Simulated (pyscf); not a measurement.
Structures and frequencies: ωB97X-D3(BJ)/def2-SVP in PySCF.

**Question.** For the elementary gas-phase step `[CH3][AlH][OH]` + `[SiH4]` -> `[CH3][AlH2]` + `[OH][SiH3]` (singlet surface; Al–O, H–Si broken, Al–H, O–Si formed), what barrier and reaction energy does ωB97M-D3(BJ)/def2-TZVP give, measured from the separated reactants?

**Answer.** ΔE‡ = 0.21 eV, ΔE = +0.66 eV. Zero-point energy shifts the barrier by +0.11 eV. It is a four-centre exchange, with an imaginary mode of 299i cm⁻¹. On the reactant side the descent ends in a complex, 0.25 eV under the separated species and 0.32 eV under the saddle at ωB97X-D3(BJ)/def2-TZVP. On the product side the descent ends in an adduct with a Al–O contact, 0.97 eV under the separated species and 0.38 eV under the saddle at ωB97X-D3(BJ)/def2-TZVP. At ωB97M-D3(BJ) the saddle lies under the separated products, which points to a path from their complex (located at ωB97X-D3(BJ) alone), and parting the products costs more than the saddle. What is counted as broken (Al–O) persists as a longer contact in the product adduct; parting that adduct is a step of its own. At the saddle there is also a short Al–Si contact that neither side keeps. At ωB97X-D3(BJ)/def2-TZVP the barrier from the zero used here is 0.07 eV. This is the saddle that the search found; another between the same sides may lie lower.
